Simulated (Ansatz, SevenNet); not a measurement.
Elastic constant C44 (GPa) of solids drawn from the class of elemental solids other than molecular ones, at two levels: the machine-learned potential SevenNet-0 (trained on PBE and PBE+U data), and r²SCAN in Ansatz (plane waves, PAW).

| solid | SevenNet-0 | r²SCAN | shift (%) |
|---|---|---|---|
| hcp Re | 37.4 | 164 | +339 |
| bcc Li | 9.64 | 11.3 | +17.2 |
| diamond-structure Si | 57.9 | 81.4 | +41 |
| hcp Zr | 10.6 | 34.4 | +225 |
| bcc K | 7.56 | 2.68 | -65 |
| hcp Be | 49.5 | 178 | +260 |
| double-hcp La | 4.08 | 12.3 | +201 |
| hcp Zn | 7.03 | 43.6 | +520 |
| fcc Pt | 78.0 | 58.7 | -25 |
| fcc Cu | 50.2 | 93.7 | +87 |

The shifts run from -65 % to +520 %, with a median of +144 %.

Over all 10 rows r²SCAN is the larger in 8.

Ansatz's runs of these crystals have no spin polarisation. Meta-GGA and hybrid levels favour moments, which can bear on fcc Pt.

Spin–orbit coupling is left out, also for the solids with elements from indium on (hcp Re, double-hcp La, fcc Pt); its size isn't shown.

Each level is taken at its own relaxed cell. Ansatz's density-functional and Hartree–Fock values are scalar-relativistic unless marked +SOC, with PAW data made under PBE.

Ansatz is an electronic-structure program.
